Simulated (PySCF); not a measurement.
Gas-phase reaction: 2 CH₂Cl₂ → 2 CHCl + H₂ + Cl₂

Energies from PySCF, thermal terms from the rigid-rotor harmonic-oscillator model, ideal gas at 1 bar. The comparison is the NASA 1993 polynomial table, which mixes measured and estimated data. † marks an energy on the PBE0/def2-TZVP geometry and frequencies; other levels use their own. 6-31G* has spherical d functions here. All species are closed-shell singlets. B3LYP is the form with VWN-RPA correlation. The table's entry may be an old estimate for CHCl (not checked at source).

PBE0/def2-SVP† gives ΔH°(298 K) = 908.3 kJ.

### Question
What does B3LYP/6-31G* give, and where does the table lie?

### Answer
B3LYP/6-31G*: 860.1 kJ. Table: 807.3 kJ.
